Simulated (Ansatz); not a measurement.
Geometry optimisation, UKS LDA/def2-SVP (Ansatz).

The input (input.yaml):

```yaml
crystal:
  periodic: [false, false, false]
  atoms:
    - { symbol: O, position_ang: [1.1751, -0.3469, -1.2527] }
    - { symbol: C, position_ang: [0.5003, 0.3332, -0.4321] }
    - { symbol: C, position_ang: [-0.5521, -0.3469, 0.4104] }
    - { symbol: O, position_ang: [-1.0678, 0.3003, 1.254] }
    - { symbol: H, position_ang: [1.85386, -0.54813, -1.94472] }
    - { symbol: H, position_ang: [-0.6413, -1.4092, 0.2295] }
magnetization:
  spin_polarized: true
basis:
  gaussian: { orbitals: def2-SVP }
hamiltonian:
  xc: lda
relax:
  f_tol: 0.02
  max_steps: 50
```

Launched with:

```bash
$ ansatz run input.yaml --threads 2 --pin off --max-ram 3072MiB --backend cpu --events-out ev --progress --plain --runs-dir out
```

Q: Where does it end, and by what steps?

A: The forces met the threshold. After 16 steps the energy has fallen by 1.572 eV; C2 moved furthest, 0.61 Å.

| step | energy less start (eV) | largest force component (eV/Å) | accepted |
| --- | --- | --- | --- |
| 0 | 0.0000 | 3.277 | yes |
| 1 | -0.1461 | 2.398 | yes |
| 2 | -0.3708 | 2.594 | yes |
| 3 | -0.9912 | 1.553 | yes |
| 4 | -0.9767 | 3.293 | no |
| 5 | -1.2548 | 0.841 | yes |
| 6 | -1.3366 | 1.091 | yes |
| 7 | -1.4034 | 0.941 | yes |
| 8 | -1.4211 | 1.772 | yes |
| 9 | -1.4988 | 1.032 | yes |
| 10 | -1.4174 | 1.610 | no |
| 11 | -1.5655 | 0.370 | yes |
| 12 | -1.4804 | 1.523 | no |
| 13 | -1.5721 | 0.049 | yes |
| 14 | -1.5722 | 0.041 | yes |
| 15 | -1.5722 | 0.021 | yes |
| 16 | -1.5722 | 0.004 | yes |

```xyz
6
Properties=species:S:1:pos:R:3
O 1.461 -0.422 -0.933
C 0.236 -0.047 -0.835
C -0.492 -0.371 0.356
O -0.676 0.329 1.336
H 1.817 -0.163 -1.816
H -1.078 -1.343 0.157
```

Whether the end is a true minimum wasn't checked by a vibrational analysis.

Run time: 20 s on 2 threads of Arm Neoverse V1, on a shared host, peak memory 0.13 GiB.
